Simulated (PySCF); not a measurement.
## How the method moves the HOMO and LUMO of BH5P2

Compound: BH₅P₂.
Structure used (PBE0-D3(BJ)/def2-SVP), in Å, numbered top down from 1:
```xyz
8
BH5P2 angstrom
B      1.451    0.262   -0.092
P      0.087   -0.690    0.709
P     -1.849   -0.294   -0.269
H      1.268    1.419   -0.383
H      2.547   -0.238   -0.165
H      0.307   -2.053    0.385
H     -1.468    0.941   -0.873
H     -2.471    0.342    0.848
```

The species is `BPP` (BH5P2).

Basis pcSseg-2 throughout (PySCF), one geometry. Geometry: PBE0-D3(BJ)/def2-SVP, one conformer, isolated molecule.

Problem. How do the orbital energies, the gap and the dipole change with the method?

Solution. 
```csv
method,kind,HOMO (eV),LUMO (eV),gap (eV),μ (D),SCF cycles
BLYP,GGA,-6.01,-2.65,3.35,0.69,14
B97-D,GGA,-6.11,-2.65,3.46,0.62,14
PBE,GGA,-6.19,-2.82,3.37,0.68,14
OPBE,GGA,-6.19,-2.72,3.48,0.61,14
KT3,GGA,-6.21,-2.74,3.47,0.62,14
KT2,GGA,-6.21,-2.80,3.41,0.66,14
BP86,GGA,-6.27,-2.88,3.39,0.67,14
LDA,LDA,-6.30,-3.03,3.27,0.73,14
B97-2,global hybrid,-6.91,-1.93,4.98,0.53,12
B3LYP,global hybrid,-6.93,-2.12,4.81,0.57,12
PBE0,global hybrid,-7.14,-1.95,5.20,0.54,12
mPW1PW91,global hybrid,-7.16,-1.94,5.22,0.53,12
BHandHLYP,global hybrid,-7.95,-0.96,6.99,0.47,11
CAM-B3LYP,range-separated hybrid,-8.32,-0.88,7.43,0.49,11
wB97X-D,range-separated hybrid,-8.89,-0.17,8.73,0.47,13
HF,Hartree–Fock,-9.25,1.31,10.55,0.52,10
LC-wPBE,range-separated hybrid,-9.61,0.19,9.80,0.45,12
```

The HOMO spans 3.60 eV, from BLYP down to LC-wPBE, and the gap runs from 3.27 eV (LDA) to 10.55 eV (HF). Over the methods BLYP (0 %), B97-D (0 %), PBE (0 %), OPBE (0 %), KT3 (0 %), KT2 (0 %), BP86 (0 %), LDA (0 %), B97-2 (21 %), B3LYP (20 %), PBE0 (25 %), mPW1PW91 (25 %), BHandHLYP (50 %), HF (100 %), a straight line through the gap against the share of exact exchange rises by 0.72 eV for each 10 % (correlation coefficient 1.000). The dipole ranges from 0.45 D (LC-wPBE) to 0.73 D (LDA). This basis has no diffuse functions.
